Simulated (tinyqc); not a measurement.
Worked calculation: RKS/BP86 in the sto-3g basis, for H2O, spin multiplicity 1. One step of it, computed by the program tinyqc.

Task: Iteration 2: building the Kohn-Sham matrix. J_ij = sum D_kl (ij|kl); F = H + J + V_xc; E = tr D H + tr D J / 2 + E_xc + E_nn.

D after iteration 1, lower triangle:
```
            1O 1s      1O 2s     1O 2px     1O 2py    1O 2pz      2H 1s     3H 1s
1O 1s    2.119320
1O 2s   -0.506334   2.155353
1O 2px  -0.001236   0.007798   1.999782
1O 2py  -0.004495   0.031322  -0.002852   1.850580
1O 2pz   0.009228  -0.055016   0.007131   0.099911  1.885023
2H 1s   -0.001586  -0.006983  -0.011944   0.070367  0.015333   0.002851
3H 1s    0.010176  -0.069363  -0.018082  -0.235285  0.242503  -0.007048  0.066309
```

core Hamiltonian H = T + V (hartree), lower triangle:
```
             1O 1s      1O 2s     1O 2px     1O 2py     1O 2pz      2H 1s      3H 1s
1O 1s   -32.409068
1O 2s    -7.538989  -9.036867
1O 2px    0.000000   0.000000  -7.207429
1O 2py    0.000000   0.000000   0.000000  -7.269745
1O 2pz   -0.010419  -0.130517   0.000000   0.000000  -7.253272
2H 1s    -0.716662  -1.882668   0.000000  -1.122869  -0.989928  -3.877340
3H 1s    -0.716662  -1.882668   0.000000   1.122869  -0.989928  -0.594141  -3.877340
```

Two-electron integrals (ij|kl) in chemists' order, unique and non-zero (hartree):
```
(11|11) 4.785065    (21|11) 0.741380    (21|21) 0.136873    (22|11) 1.118947
(22|21) 0.256633    (22|22) 0.817206    (31|31) 0.024477    (32|31) 0.037809
(32|32) 0.180518    (33|11) 1.115814    (33|21) 0.256684    (33|22) 0.817023
(33|33) 0.880159    (41|41) 0.024477    (42|41) 0.037809    (42|42) 0.180518
(43|43) 0.047444    (44|11) 1.115814    (44|21) 0.256684    (44|22) 0.817023
(44|33) 0.785270    (44|44) 0.880159    (51|51) 0.024477    (52|51) 0.037809
(52|52) 0.180518    (53|53) 0.047444    (54|54) 0.047444    (55|11) 1.115814
(55|21) 0.256684    (55|22) 0.817023    (55|33) 0.785270    (55|44) 0.785270
(55|55) 0.880159    (61|11) 0.070560    (61|21) 0.012933    (61|22) 0.024152
(61|33) 0.024108    (61|41) 0.000426    (61|42) 0.000810    (61|44) 0.024186
(61|51) 0.000366    (61|52) 0.000695    (61|54) 0.000066    (61|55) 0.024165
(61|61) 0.001236    (62|11) 0.202224    (62|21) 0.047098    (62|22) 0.170068
(62|33) 0.167018    (62|41) 0.002648    (62|42) 0.021825    (62|44) 0.172190
(62|51) 0.002271    (62|52) 0.018719    (62|54) 0.004435    (62|55) 0.170823
(62|61) 0.004544    (62|62) 0.047070    (63|31) 0.004537    (63|32) 0.027807
(63|43) 0.004321    (63|53) 0.003706    (63|63) 0.006144    (64|11) 0.120830
(64|21) 0.028471    (64|22) 0.109865    (64|33) 0.105135    (64|41) 0.005907
(64|42) 0.040803    (64|44) 0.116899    (64|51) 0.001175    (64|52) 0.011147
(64|54) 0.006384    (64|55) 0.107432    (64|61) 0.002843    (64|62) 0.037052
(64|64) 0.035014    (65|11) 0.103636    (65|21) 0.024420    (65|22) 0.094232
(65|33) 0.090175    (65|41) 0.001175    (65|42) 0.011147    (65|44) 0.092853
(65|51) 0.005545    (65|52) 0.037368    (65|54) 0.006618    (65|55) 0.099558
(65|61) 0.002439    (65|62) 0.031780    (65|64) 0.024762    (65|65) 0.027383
(66|11) 0.393549    (66|21) 0.093078    (66|22) 0.387552    (66|33) 0.374101
(66|41) 0.005717    (66|42) 0.067133    (66|44) 0.397126    (66|51) 0.004904
(66|52) 0.057580    (66|54) 0.019748    (66|55) 0.391040    (66|61) 0.009012
(66|62) 0.146440    (66|64) 0.132031    (66|65) 0.113244    (66|66) 0.774606
(71|11) 0.070560    (71|21) 0.012933    (71|22) 0.024152    (71|33) 0.024108
(71|41) -0.000426   (71|42) -0.000810   (71|44) 0.024186    (71|51) 0.000366
(71|52) 0.000695    (71|54) -0.000066   (71|55) 0.024165    (71|61) 0.001220
(71|62) 0.004417    (71|64) 0.002571    (71|65) 0.002374    (71|66) 0.008728
(71|71) 0.001236    (72|11) 0.202224    (72|21) 0.047098    (72|22) 0.170068
(72|33) 0.167018    (72|41) -0.002648   (72|42) -0.021825   (72|44) 0.172190
(72|51) 0.002271    (72|52) 0.018719    (72|54) -0.004435   (72|55) 0.170823
(72|61) 0.004417    (72|62) 0.036855    (72|64) 0.020384    (72|65) 0.024167
(72|66) 0.091198    (72|71) 0.004544    (72|72) 0.047070    (73|31) 0.004537
(73|32) 0.027807    (73|43) -0.004321   (73|53) 0.003706    (73|63) 0.004621
(73|73) 0.006144    (74|11) -0.120830   (74|21) -0.028471   (74|22) -0.109865
(74|33) -0.105135   (74|41) 0.005907    (74|42) 0.040803    (74|44) -0.116899
(74|51) -0.001175   (74|52) -0.011147   (74|54) 0.006384    (74|55) -0.107432
(74|61) -0.002571   (74|62) -0.020384   (74|64) -0.007028   (74|65) -0.013159
(74|66) -0.047855   (74|71) -0.002843   (74|72) -0.037052   (74|74) 0.035014
(75|11) 0.103636    (75|21) 0.024420    (75|22) 0.094232    (75|33) 0.090175
(75|41) -0.001175   (75|42) -0.011147   (75|44) 0.092853    (75|51) 0.005545
(75|52) 0.037368    (75|54) -0.006618   (75|55) 0.099558    (75|61) 0.002374
(75|62) 0.024167    (75|64) 0.013159    (75|65) 0.020238    (75|66) 0.064860
(75|71) 0.002439    (75|72) 0.031780    (75|74) -0.024762   (75|75) 0.027383
(76|11) 0.057278    (76|21) 0.013487    (76|22) 0.053726    (76|33) 0.052392
(76|44) 0.053295    (76|51) 0.000957    (76|52) 0.009809    (76|55) 0.055433
(76|61) 0.001290    (76|62) 0.015318    (76|64) 0.010606    (76|65) 0.011681
(76|66) 0.053350    (76|71) 0.001290    (76|72) 0.015318    (76|74) -0.010606
(76|75) 0.011681    (76|76) 0.006745    (77|11) 0.393549    (77|21) 0.093078
(77|22) 0.387552    (77|33) 0.374101    (77|41) -0.005717   (77|42) -0.067133
(77|44) 0.397126    (77|51) 0.004904    (77|52) 0.057580    (77|54) -0.019748
(77|55) 0.391040    (77|61) 0.008728    (77|62) 0.091198    (77|64) 0.047855
(77|65) 0.064860    (77|66) 0.260644    (77|71) 0.009012    (77|72) 0.146440
(77|74) -0.132031   (77|75) 0.113244    (77|76) 0.053350    (77|77) 0.774606
```

nuclear repulsion = 6.61195241 hartree

V_xc (hartree), lower triangle:
```
            1O 1s      1O 2s     1O 2px     1O 2py     1O 2pz      2H 1s      3H 1s
1O 1s   -3.121732
1O 2s   -0.432049  -0.841890
1O 2px  -0.000041  -0.000213  -0.837672
1O 2py  -0.000118   0.000635   0.000105  -0.834507
1O 2pz   0.000219  -0.000346  -0.000219  -0.002405  -0.835062
2H 1s   -0.041472  -0.150539   0.000010  -0.088458  -0.076431  -0.209003
3H 1s   -0.041451  -0.154959  -0.000004   0.094554  -0.081215  -0.037740  -0.291114
```

E_xc = sum of w rho eps_xc = -10.01652176 hartree

Give: Coulomb J; Kohn-Sham matrix F; total energy of this density.

Result:

Coulomb J (hartree), lower triangle:
```
          1O 1s    1O 2s   1O 2px   1O 2py  1O 2pz   2H 1s   3H 1s
1O 1s   18.3257
1O 2s    3.4872   8.6751
1O 2px   0.0003   0.0011   8.6702
1O 2py  -0.0004  -0.0091  -0.0002   8.6654
1O 2pz  -0.0001   0.0079   0.0005   0.0037  8.6661
2H 1s    0.3298   1.7504   0.0001   1.1112  0.9569  3.8773
3H 1s    0.3298   1.7571   0.0002  -1.1214  0.9621  0.5441  3.9366
```

Kohn-Sham matrix F (hartree), lower triangle:
```
           1O 1s    1O 2s   1O 2px   1O 2py   1O 2pz    2H 1s    3H 1s
1O 1s   -17.2051
1O 2s    -4.4838  -1.2037
1O 2px    0.0002   0.0008   0.6251
1O 2py   -0.0005  -0.0085  -0.0001   0.5612
1O 2pz   -0.0103  -0.1229   0.0002   0.0013   0.5778
2H 1s    -0.4284  -0.2828   0.0001  -0.1001  -0.1095  -0.2090
3H 1s    -0.4283  -0.2805   0.0002   0.0960  -0.1091  -0.0877  -0.2318
```

total energy of this density = -74.191320 hartree
